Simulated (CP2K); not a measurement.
# BLYP-D3(BJ)/DZVP-MOLOPT-SR-GTH (core potential) run of BH3 (borane)

Aim: the energy change on altering one bond length of BH3 (borane) at BLYP-D3(BJ)/DZVP-MOLOPT-SR-GTH (core potential), from 2 runs. 

Program for the calculation: CP2K 2026.2.

## 1. The structure to begin with

BH3 has 4 atoms, charge 0, and is taken as a singlet. As SMILES, `B`. The shape is that of a PBE0-D4/def2-TZVP optimisation.

Bond lengths: B1–H2 1.193 Å, B1–H3 1.193 Å, B1–H4 1.193 Å. Angles: H2–B1–H3 120.0°, H2–B1–H4 120.0°, H3–B1–H4 120.0°.

## 2. The energy at BLYP-D3(BJ)/DZVP-MOLOPT-SR-GTH (core potential)

job.inp reads:

```
&force_eval
   method QS
   &dft
      basis_set_file_name BASIS_MOLOPT
      potential_file_name GTH_POTENTIALS
      &qs
         method GPW
         eps_default 1.0E-10
      &end
      &mgrid
         cutoff 400
         rel_cutoff 50
         ngrids 4
      &end
      &poisson
         periodic NONE
         poisson_solver WAVELET
      &end
      &scf
         scf_guess ATOMIC
         eps_scf 1.0E-06
         max_scf 150
         added_mos 10
         &diagonalization
            algorithm STANDARD
         &end
         &mixing
            method DIRECT_P_MIXING
            alpha 0.4
         &end
      &end
      &xc
         &xc_functional BLYP
         &end
         &vdw_potential
            potential_type PAIR_POTENTIAL
            &pair_potential
               type DFTD3(BJ)
               parameter_file_name dftd3.dat
               reference_functional BLYP
               r_cutoff 15
            &end
         &end
      &end
      &print
         &moments
            periodic F
            reference COM
            max_moment 1
         &end
         &mo ON
            energies T
            occupation_numbers T
            ndigits 6
            &each
               qs_scf 0
            &end
            add_last NUMERIC
         &end
         &hirshfeld OFF
         &end
      &end
   &end
   &subsys
      &cell
         abc 11.9 11.9 11.9
         periodic NONE
      &end
      &coord
         B      5.805000     6.148350     5.973950
         H      6.773300     6.545150     6.547850
         H      5.514900     4.991650     6.022050
         H      5.126700     6.908350     5.352150
      &end
      &kind B
         basis_set DZVP-MOLOPT-SR-GTH-q3
         potential GTH-BLYP-q3
      &end
      &kind H
         basis_set DZVP-MOLOPT-SR-GTH-q1
         potential GTH-BLYP-q1
      &end
   &end
&end

&global
   project job
   run_type ENERGY
   print_level MEDIUM
&end
```

Launch:

```sh
$ OMP_NUM_THREADS=1 cp2k.psmp -i job.inp -o job.out
```

Output:

```text
CP2K| version string:                                       CP2K version 2026.2
[...]
 GLOBAL| Method name                                                        CP2K
[...]
 GLOBAL| Run type                                                         ENERGY
[...]
 DFT| Spin restricted Kohn-Sham (RKS) calculation                            RKS
 DFT| Multiplicity                                                             1
[...]
 DFT| Charge                                                                   0
[...]
 FUNCTIONAL| BECKE88:
 FUNCTIONAL| LYP:
[...]
 QS| Method:                                                                 GPW
[...]
 QS| Density cutoff [a.u.]:                                                200.0
[...]
 QS| Relative density cutoff [a.u.]:                                        25.0
[...]
                             - Atoms:                                          4
[...]
                             - Spherical basis functions:                     28
[...]
 Number of electrons:                                                          6
[...]
     1 P_Mix/Diag. 0.40E+00    5.5     1.33938338        -4.0556565174 -4.06E+00
[...]
    13 DIIS/Diag.  0.13E-06    3.6     0.00000003        -4.5401584506 -2.14E-12
  *** SCF run converged in    13 steps ***
[...]
  Overlap energy of the core charge distribution:               0.00000601692856
  Self energy of the core charge distribution:                -10.21826907110786
  Core Hamiltonian energy:                                      3.46390849399175
  Hartree energy:                                               4.29311616664451
  Exchange-correlation energy:                                 -2.07717163347603
  Dispersion energy:                                           -0.00174842357089
  Total energy:                                                -4.54015845058996
[...]
                     Mulliken Population Analysis
 #  Atom  Element  Kind  Atomic population                           Net charge
       1     B        1          3.184620                             -0.184620
       2     H        2          0.938434                              0.061566
       3     H        2          0.938489                              0.061511
       4     H        2          0.938457                              0.061543
 # Total charge                              6.000000                  0.000000
[...]
  Dipole moment [Debye]
    X=  0.1026676E-03 Y=  0.4638661E-04 Z= -0.1626764E-03  Total=      0.0001979
 ENERGY| Total FORCE_EVAL ( QS ) energy [hartree]             -4.540158450589962
[...]
```

Run time: 60 s. Hardware: 1 thread of Intel Xeon Platinum 8259CL at 2.50GHz (Skylake/Cascade Lake), shared host; peak memory 1.1 GiB.

## 3. The distorted shape, same level

molecule.inp reads:

```
&GLOBAL
   PROJECT_NAME molecule
   RUN_TYPE ENERGY
   PRINT_LEVEL MEDIUM
&END GLOBAL

&FORCE_EVAL
   METHOD QUICKSTEP
   &DFT
      BASIS_SET_FILE_NAME BASIS_MOLOPT
      POTENTIAL_FILE_NAME GTH_POTENTIALS
      # Quickstep
      &QS
         METHOD GPW
         EPS_DEFAULT 1.0E-10
      &END QS
      # plane-wave cutoff in Ry
      &MGRID
         CUTOFF 400
         REL_CUTOFF 50
         NGRIDS 4
      &END MGRID
      # isolated system
      &POISSON
         PERIODIC NONE
         POISSON_SOLVER WAVELET
      &END POISSON
      # self-consistent field
      &SCF
         SCF_GUESS ATOMIC
         EPS_SCF 1.0E-06
         MAX_SCF 100
         ADDED_MOS 10
         &DIAGONALIZATION
            ALGORITHM STANDARD
         &END DIAGONALIZATION
         &MIXING
            METHOD PULAY_MIXING
            ALPHA 0.4
            NBUFFER 4
         &END MIXING
      &END SCF
      &XC
         &XC_FUNCTIONAL BLYP
         &END XC_FUNCTIONAL
         &VDW_POTENTIAL
            POTENTIAL_TYPE PAIR_POTENTIAL
            &PAIR_POTENTIAL
               TYPE DFTD3(BJ)
               PARAMETER_FILE_NAME dftd3.dat
               REFERENCE_FUNCTIONAL BLYP
               R_CUTOFF 15
            &END PAIR_POTENTIAL
         &END VDW_POTENTIAL
      &END XC
      &PRINT
         &MOMENTS
            PERIODIC F
            REFERENCE COM
            MAX_MOMENT 1
         &END MOMENTS
         &MO ON
            ENERGIES T
            OCCUPATION_NUMBERS T
            NDIGITS 6
            &EACH
               QS_SCF 0
            &END EACH
            ADD_LAST NUMERIC
         &END MO
         &HIRSHFELD OFF
         &END HIRSHFELD
      &END PRINT
   &END DFT
   # atoms, cell and kinds
   &SUBSYS
      &CELL
         ABC 12.5 12.5 12.5
         PERIODIC NONE
      &END CELL
      &COORD
         UNIT bohr
         B      0.3003531     1.0643145    -0.0550817
         H      2.1301749     1.8141579     1.0294321
         H     -0.5219424    -2.2143811     0.0812582
         H     -0.9814482     2.5005064    -1.2301134
      &END COORD
      &TOPOLOGY
         &CENTER_COORDINATES
         &END CENTER_COORDINATES
      &END TOPOLOGY
      &KIND B
         BASIS_SET DZVP-MOLOPT-SR-GTH-q3
         POTENTIAL GTH-BLYP-q3
      &END KIND
      &KIND H
         BASIS_SET DZVP-MOLOPT-SR-GTH-q1
         POTENTIAL GTH-BLYP-q1
      &END KIND
   &END SUBSYS
&END FORCE_EVAL
```

Launch:

```sh
$ OMP_NUM_THREADS=1 cp2k.psmp -i molecule.inp > molecule.out 2>&1
```

Output:

```text
CP2K| version string:                                       CP2K version 2026.2
[...]
 GLOBAL| Method name                                                        CP2K
[...]
 GLOBAL| Run type                                                         ENERGY
[...]
 DFT| Spin restricted Kohn-Sham (RKS) calculation                            RKS
 DFT| Multiplicity                                                             1
[...]
 DFT| Charge                                                                   0
[...]
 FUNCTIONAL| BECKE88:
 FUNCTIONAL| LYP:
[...]
 QS| Method:                                                                 GPW
[...]
 QS| Density cutoff [a.u.]:                                                200.0
[...]
 QS| Relative density cutoff [a.u.]:                                        25.0
[...]
                             - Atoms:                                          4
[...]
                             - Spherical basis functions:                     28
[...]
 Number of electrons:                                                          6
[...]
     1 NoMix/Diag. 0.40E+00    6.7     1.12190802        -4.0036318044 -4.00E+00
[...]
    15 Pulay/Diag. 0.40E+00    7.0     0.00000047        -4.4699399543 -1.46E-06
  *** SCF run converged in    15 steps ***
[...]
  Overlap energy of the core charge distribution:               0.00000401193532
  Self energy of the core charge distribution:                -10.21826907110786
  Core Hamiltonian energy:                                      3.23841646000574
  Hartree energy:                                               4.48429556766556
  Exchange-correlation energy:                                 -1.97194565934306
  Dispersion energy:                                           -0.00244126343618
  Total energy:                                                -4.46993995428048
[...]
                     Mulliken Population Analysis
 #  Atom  Element  Kind  Atomic population                           Net charge
       1     B        1          3.311204                             -0.311204
       2     H        2          0.922582                              0.077418
       3     H        2          0.843624                              0.156376
       4     H        2          0.922590                              0.077410
 # Total charge                              6.000000                 -0.000000
[...]
  Dipole moment [Debye]
    X=  0.8324505E-01 Y=  0.3315806E+00 Z= -0.1408684E-01  Total=      0.3421606
 ENERGY| Total FORCE_EVAL ( QS ) energy [hartree]             -4.469939954280481
[...]
```

Wall time 96 s (1 thread of Intel Xeon Platinum 8259CL at 2.50GHz (Skylake/Cascade Lake), shared host); peak memory 2.1 GiB.

## 4. Summary of results

At BLYP-D3(BJ)/DZVP-MOLOPT-SR-GTH (core potential):

| quantity | value |
| --- | --- |
| first shape: total energy | -4.54016 Eh |
| first shape: dipole moment | 0.00 D |
| first shape: HOMO energy | -8.36 eV |
| first shape: LUMO energy | -2.68 eV |
| first shape: HOMO–LUMO gap | 5.68 eV |
| first shape: dispersion energy | -4.59 kJ/mol |
| distorted shape: total energy | -4.46994 Eh |
| distorted shape: dipole moment | 0.34 D |
| distorted shape: HOMO energy | -6.83 eV |
| distorted shape: LUMO energy | -2.85 eV |
| distorted shape: HOMO–LUMO gap | 3.98 eV |
| distorted shape: dispersion energy | -6.41 kJ/mol |
| energy change with the B1–H3 bond stretched from 1.193 to 1.790 Å | 1.911 eV |

One bond (distorted shape) is far stretched, which a spin-restricted single reference describes badly; a broken-symmetry solution may lie lower. With the B1–H3 bond stretched from 1.193 to 1.790 Å the energy rises by 1.91 eV (44 kcal/mol). The first shape isn't relaxed at this level, so the change isn't measured from a minimum. A restricted reference can't describe the breaking bond well at this length.
